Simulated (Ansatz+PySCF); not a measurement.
The numbers below are computed, except where a source is named.
Several solutions for singlet C2H2

```tsv
atom	x (Å)	y (Å)	z (Å)
C	0.0000	0.0000	-0.4780
C	0.0000	0.0000	0.8219
H	0.0000	-0.9481	-1.0317
H	0.0000	0.9481	-1.0317
```

Basis set: def2-SVP (spherical functions). Charge 0, multiplicity 1.

CASSCF(4,4) was run from several starts with Ansatz (development build ahead of 0.2.0) and PySCF 2.14.0. The starts are those of the Hartree–Fock orbitals from which the active space was taken at the frontier.

```json
{"run": "A", "program": "Ansatz", "start": "search for the lowest state", "converged": "yes", "energy (hartree)": "-76.75682", "<S²>": "0.00"}
{"run": "B", "program": "PySCF", "start": "program defaults", "converged": "yes", "energy (hartree)": "-76.75290", "<S²>": "0.00"}
{"run": "C", "program": "Ansatz", "start": "atomic start, no search", "converged": "yes", "energy (hartree)": "-76.75290", "<S²>": "0.00"}
{"run": "D", "program": "Ansatz", "start": "stability test followed", "converged": "yes", "energy (hartree)": "-76.75290", "<S²>": "0.00"}
```

**Question.** Which runs reached the lowest solution of this kind, and what is wrong with the others?

**Answer.** A reached the lowest solution found. Converged but too high: B by 0.11 eV, C by 0.11 eV, D by 0.11 eV. Convergence only shows a stationary point; in CASSCF the end hangs on which orbitals enter the active space. Caution: other starts end on other solutions of this active space.
